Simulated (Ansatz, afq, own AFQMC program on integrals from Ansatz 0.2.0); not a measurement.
Integrals from Ansatz 0.2.0, then the random walk in our own AFQMC program (afq).

```yaml
crystal:
  periodic: [false, false, false]
  atoms:
    - {symbol: Na, position_ang: [0.000000, 0.000000, 0.000000]}
    - {symbol: Na, position_ang: [0.000000, 0.000000, 3.538800]}
basis:
  gaussian: {orbitals: aug-cc-pVDZ}
total_charge: -1
magnetization: {spin_polarized: true, initial_magnetization: 1}
correlation: {method: ccsd_t, electrons: outside_noble_gas, hamiltonian_folder: ham}
```

```sh
$ ansatz run in.yaml --threads 1 --pin off --events-out ev --progress --plain --max-ram 1843MiB
```

afq runs on the folder ham with

```
--method phaseless --trial hf --walkers 120 --populations 1 --least-time 40 --time-step 0.005 --steps-per-block 20 --equilibration-blocks 112 --max-blocks 600 --target-error 0.00063 --factor-cut 1e-05 --start spin_pure --seed 6786 --taylor-order 6
```

Times are imaginary, in 1/Eh. The walk had a cap of 1067 s.

```
orbitals 44  electrons 2 1  factors 321 of 506
reference energy -323.72052348 Eh
CCSD correlation -0.02628506 Eh in 13 cycles, weight of the determinant in the CISD state 0.7967
energy of the start -323.722919 Eh
 block  time / (1/Eh)  mean weight  energy / Eh
     1     0.100  0.9997  -323.723919
     2     0.200  1.0002  -323.724861
     3     0.300  1.0002  -323.725715
     4     0.400  0.9997  -323.726596
     5     0.500  0.9998  -323.727014
    10     1.000  1.0000  -323.730623
    40     4.000  0.9999  -323.739344
    66     6.600  0.9997  -323.743735
   131    13.100  1.0005  -323.745300
   196    19.600  1.0002  -323.747750
   261    26.100  1.0003  -323.747759
   326    32.600  1.0000  -323.749995
   391    39.100  1.0005  -323.747724
   417    41.700  1.0003  -323.756867
   456    45.600  0.9995  -323.749798
   521    52.100  1.0001  -323.747678
blocks merged  error / Eh  count
     1  0.000208  420
     2  0.000279  210
     4  0.000381  105
     8  0.000478  52
    16  0.000499  26
    32  0.000623  13
energy -323.748264 +/- 0.000499 Eh
(rows thinned)
```

**Question.** Estimate how long the walk took on 1 thread of Arm Neoverse V1, with other jobs on the host.

**Answer.** 3 min of wall time.

The run passed its tests (sampling time, drift between the halves within three errors, error under three times the target), which doesn't prove that it has relaxed.

Against this walk (error 13.6 meV) on the same determinant: CCSD(T) 21.3 meV higher (within the noise), full CI 4.9 meV higher (within the noise), a separate phaseless walk with a CISD trial and standard settings 16.4 ± 13.7 meV higher (within the noise). The error is statistical and leaves out the bias of the constraint. The determinant has ⟨S²⟩ = 1.16, so the low cluster orders mix in higher spin, while the walk starts as a pure doublet. The determinant is a poor start (see the cautions), so the low cluster orders aren't to be relied on, and full CI is the sure value.

Cautions: constraint bias not in the error; strong correlation (T1 0.126, weight of the determinant 0.80, largest double 0.11); unrestricted determinant spin contaminated (⟨S²⟩ 1.16 against 0.75); the bias of populations of 120 walkers isn't removed.

A walk keeps the symmetry of its determinant, which the program's search chose and which needn't be the lowest solution, so a lower state of the same spin and another symmetry isn't excluded.
